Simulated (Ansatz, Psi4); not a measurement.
**Worked example: the enthalpy of formation of C2H3O (acetyl radical)**

C2H3O: 6 atoms, total charge 0, spin state doublet. As SMILES, `C[C]=O`. The shape is that of a PBE0-D4/def2-TZVP optimisation.

Total energies at UHF/3-21G (Psi4 1.11); the atoms run unrestricted:

| species | state | energy (Eh) |
| --- | --- | --- |
| C2H3O | doublet | -151.437617 |
| C | triplet | -37.481070 |
| O | triplet | -74.393657 |
| H | doublet | -0.496199 |

Harmonic wavenumbers at UPBE0-D4/def2-TZVP, in cm⁻¹: 115, 471, 882, 947, 1055, 1348, 1444, 1447, 1963, 3041, 3140, 3146.

Measured heats of formation of the gaseous atoms at 298.15 K, in kJ/mol: C 716.9, O 249.2, H 218.0. Spin-orbit lowering of the atoms at 298 K (mean of the ground term's levels less their thermal mean, from spectra), in kJ/mol: C 0.02, O 0.40. Take 1 Eh = 2625.50 kJ/mol, 1 cm⁻¹ = 0.0119627 kJ/mol, RT = 2.479 kJ/mol.

Problem. What heat of formation follows?

Solution. 
1. Electronic atomisation energy: 2 × (-37.481070) + (-74.393657) + 3 × (-0.496199) − (-151.437617) = 0.593223 Eh = 1557.5 kJ/mol.
2. Zero-point energy: half the sum of the wavenumbers, 9499.5 cm⁻¹ = 113.6 kJ/mol.
3. Thermal vibrational enthalpy, Σ hcν̃/(exp(hcν̃/kT) − 1): 2.9 kJ/mol. Translation, rotation and pV of a non-linear molecule: 4 RT = 9.9 kJ/mol.
4. The 6 free atoms carry 5/2 RT each: 37.2 kJ/mol.
5. Spin-orbit coupling lowers the free atoms by 2 × 0.02 + 0.40 = 0.4 kJ/mol.
6. Atomisation enthalpy at 298 K: 1557.5 − 0.4 − 113.6 − 2.9 − 9.9 + 37.2 = 1467.9 kJ/mol.
7. Sum of the atoms' heats of formation: 2337.0 kJ/mol. Heat of formation: 2337.0 − 1467.9 = +869.1 kJ/mol.

The tabulated value is -9.7 kJ/mol (Active Thermochemical Tables), so this level is off by +878.8 kJ/mol, or 37.4 % of the atomisation enthalpy that the table implies (2346.7 kJ/mol). Hartree–Fock leaves out correlation, which is larger in the molecule than in the atoms, so it underbinds and puts the heat of formation too high. A basis without polarisation functions underbinds badly. Anharmonicity and any spin-orbit splitting of the molecule are left out.
